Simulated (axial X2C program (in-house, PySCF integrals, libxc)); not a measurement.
Which molecule gave these maps?

PBE0 fields computed with an axial X2C code built on PySCF integrals, two-component, near the equilibrium distance, one atom at z = 0.

The maps cover the half plane through the axis: z from -2.4 to 3.6 Å along the bond, ρ from 0.15 to 2.25 Å away from it.

log10 of the density in e/bohr³:

```
 ρ\z  -2.4  -1.8  -1.2  -0.6   0.0   0.6   1.2   1.8   2.4   3.0   3.6
0.15  -3.0  -2.3  -1.7  -0.9   1.0  -0.9  -0.6   0.7  -0.7  -1.9  -3.0
0.45  -3.0  -2.3  -1.7  -1.3  -0.2  -1.2  -0.8  -0.4  -1.0  -2.0  -3.0
0.75  -3.1  -2.5  -1.9  -1.5  -1.3  -1.5  -1.2  -0.9  -1.4  -2.2  -3.2
1.05  -3.3  -2.6  -2.1  -1.8  -1.7  -1.7  -1.6  -1.5  -1.8  -2.5  -3.4
1.35  -3.5  -2.9  -2.4  -2.0  -2.0  -2.0  -2.0  -2.0  -2.3  -2.9  -3.7
1.65  -3.7  -3.1  -2.7  -2.4  -2.3  -2.4  -2.4  -2.5  -2.7  -3.3  -3.9
1.95  -4.0  -3.4  -3.0  -2.7  -2.7  -2.7  -2.8  -2.9  -3.2  -3.6  -4.2
2.25  -4.2  -3.7  -3.3  -3.1  -3.0  -3.1  -3.2  -3.4  -3.6  -4.0  -4.5
```

Electron localisation function (collinear form, no current term, damped to 0 at low density):

```
 ρ\z  -2.4  -1.8  -1.2  -0.6   0.0   0.6   1.2   1.8   2.4   3.0   3.6
0.15  0.89  0.99  0.98  0.14  0.38  0.09  0.82  0.80  0.86  0.62  0.11
0.45  0.85  0.99  0.99  0.08  0.73  0.06  0.82  0.75  0.86  0.56  0.09
0.75  0.74  0.99  0.99  0.47  0.06  0.24  0.74  0.85  0.80  0.43  0.06
1.05  0.50  0.98  0.99  0.94  0.46  0.43  0.57  0.73  0.65  0.28  0.03
1.35  0.20  0.93  0.99  0.98  0.78  0.41  0.37  0.50  0.41  0.15  0.01
1.65  0.04  0.72  0.95  0.95  0.73  0.31  0.22  0.26  0.20  0.06  0.00
1.95  0.01  0.25  0.77  0.82  0.55  0.20  0.11  0.11  0.07  0.01  0.00
2.25  0.00  0.03  0.29  0.45  0.27  0.09  0.05  0.03  0.01  0.00  0.00
```

Axial spin density in 10⁻³ e/bohr³:

```
 ρ\z  -2.4  -1.8  -1.2  -0.6   0.0   0.6   1.2    1.8   2.4  3.0  3.6
0.15   0.6   2.9  10.0   6.5  -0.9   4.7  75.9  167.6  79.1  5.9  0.5
0.45   0.5   2.5   8.2   8.6  -0.1   2.5  40.9  103.3  40.4  4.1  0.4
0.75   0.4   1.8   5.6   7.2  -0.5  -0.1  15.5   30.4  14.4  2.2  0.3
1.05   0.3   1.2   3.3   4.1  -0.3  -0.8   4.9    8.4   4.6  1.0  0.1
1.35   0.2   0.7   1.7   1.9  -0.1  -0.6   1.4    2.4   1.4  0.4  0.1
1.65   0.1   0.4   0.8   0.8   0.0  -0.3   0.3    0.7   0.5  0.1  0.0
1.95   0.1   0.2   0.4   0.3   0.0  -0.2   0.1    0.2   0.1  0.1  0.0
2.25   0.0   0.1   0.1   0.1   0.0  -0.1   0.0    0.1   0.0  0.0  0.0
```

Question: Which molecule is it?
A. SiH⁺
B. SiN⁺
C. AlN
D. AlO

Answer: C. AlN, with Al at z = 0 and N at z = 1.799 Å, state Ω = 2 (⟨Sz⟩ = 1.00, ⟨Lz⟩ = 1.00 at PBE0), basis Al dyall-v3z [8s8p2d1f], N dyall-av3z [7s7p3d2f] (cores contracted in-house). Density functionals use the spin component along the axis (collinear). Without a current term, density functionals place determinants with orbital angular momentum somewhat too high. The state is one determinant with fixed occupations, lowest in a PBE0 search at one distance only: followed along the bond, the spin-free determinant M_S = 1, Λ = 0 reaches 0.14 eV lower at PBE0, at Re = 1.934 Å, so the state shown is not the lowest. With several unpaired electrons one determinant need not be a pure state. A state of lower Ω lies just above, and one determinant can place such states too high, so the state shown need not be the lowest. The search has Ω = 1 only 0.02 eV up. Open-shell Ω = 0 determinants with evenly filled partner blocks cannot be reached by this program, so the Ω shown need not be the lowest component. The determinant is spin-polarised beyond a pure state at some levels (its spin-free form has ⟨S²⟩ too high), which makes Re and μ there less reliable.
